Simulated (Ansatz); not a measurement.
This geometry of AlH5NO (8 atoms, charge 1, multiplicity 1) is a first-order saddle point.

The calculation used Ansatz, RKS BLYP-D4/cc-pVDZ.

```xyz
8
Properties=species:S:1:pos:R:3
N -1.302 0.278 -0.664
Al -0.142 0.462 0.677
O 1.327 -0.646 0.071
H -2.179 -0.247 -0.549
H -1.498 1.069 -1.294
H 0.327 1.037 2.057
H 2.191 -0.844 0.500
H 1.276 -1.109 -0.798
```

(1) Which two structures does it join? (They come from a converged band through this point; their orientation in space is the band's.)

(2) How far does it lie above each of them?

Answers

(1) No bond is made or broken. The dihedral H4–N1–Al2–O3 goes from -1 to 179°. The two ends are copies of one structure, up to a mirror image or an exchange of like atoms.

First end point:

```xyz
8
Properties=species:S:1:pos:R:3
N -1.042 0.679 -0.934
Al 0.103 0.691 0.403
O 0.857 -1.092 0.550
H -1.278 -0.103 -1.554
H -1.584 1.507 -1.211
H 0.764 1.553 1.525
H 1.534 -1.352 1.216
H 0.645 -1.884 0.005
```

Last end point:

```xyz
8
Properties=species:S:1:pos:R:3
N -1.041 0.682 -0.933
Al 0.103 0.685 0.406
O 0.863 -1.095 0.545
H -1.583 1.514 -1.197
H -1.281 -0.091 -1.562
H 0.754 1.549 1.532
H 1.544 -1.357 1.207
H 0.643 -1.887 0.003
```

(2) 20.0 kJ/mol above the first and 20.0 kJ/mol above the second. This is the barrier of this one path; another mechanism may lie lower. Limits of this set-up: the dipole of an ion depends on the origin.

Time of the run: 39 s on 1 thread of Intel(R) Xeon(R) Platinum 8488C (Sapphire Rapids), with other jobs on the host, peak memory 0.16 GiB.
